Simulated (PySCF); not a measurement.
# Simulated characterisation data

Calculated, not measured (PySCF 2.14.0 with density-fitted response routines): B3LYP/pcJ-1 coupling constants, geometry from GFN2-xTB, shieldings: GIAO PBE0/pcSseg-1. Gas phase, non-relativistic, equivalent nuclei averaged, one conformer.

References, each an isolated molecule treated in the same way: TMS for 1H (σref 31.72) and 13C (σref 186.93). Multiplet labels drop J under 1 Hz and among equivalent protons, and merge close values. Unscaled 3J(H,H) run several per cent high. Where no couplings were computed, multiplicities follow the n + 1 count of equivalent neighbours, and m marks all less simple cases (inequivalent or close neighbours, rings, F or P nearby). One-bond C–F couplings are unscaled and too large by tens of Hz. Shifts are as computed. Against solution values, carbons near 30 ppm lie about +3 ppm off and those near 130 ppm about +5 ppm. Of 1211 compounds with measured shifts, 218 miss one by over three times the rms of a fit or turn the order of signals round; such compounds aren't used in these exercises.

**1.** fluoroethane (C(C)F, C$_{2}$H$_{5}$F). 1H NMR (400 MHz, computed): δ 4.81 (dq, J = 52.8, 7.4 Hz, 2H), 1.36 (dt, J = 23.9, 7.4 Hz, 3H). 13C{1H} NMR (computed): δ 82.8 (d, J = 223.0 Hz), 18.8 (d, J = 20.3 Hz).

**2.** SMILES C(CC#CC#C)#CCC#C, C$_{10}$H$_{6}$. 1H NMR (400 MHz, computed): δ 3.40 (s, 2H), 3.31 (d, 2H), 1.47 (t, 1H), 1.22 (s, 1H). 13C{1H} NMR (computed): δ 83.3, 82.8, 80.4, 75.9, 75.8, 74.1, 74.1, 72.4, 12.5, 11.7.
